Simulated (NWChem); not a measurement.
Molecule: ethylene (C$_{2}$H$_{4}$); SMILES C=C

Program: NWChem. Pople sets run with spherical d functions. The geometry was optimised at PBE0/def2-SVP. Total energies compare along this basis series because the functional is fixed.

```tsv
level	basis functions	energy (Ha)	highest occupied level (eV)	orbital gap (eV)
B3LYP/STO-3G	14	-77.6224	-5.88	9.09
B3LYP/3-21G	26	-78.1608	-7.36	7.96
B3LYP/6-31G*	36	-78.5857	-7.26	7.78
B3LYP/6-31+G*	44	-78.5916	-7.57	7.38
B3LYP/def2-SVP	48	-78.5316	-7.52	7.68
B3LYP/def2-SVPD	72	-78.5371	-7.66	7.48
B3LYP/def2-TZVP	86	-78.6234	-7.64	7.47
B3LYP/6-311++G**	72	-78.6153	-7.66	7.35
```
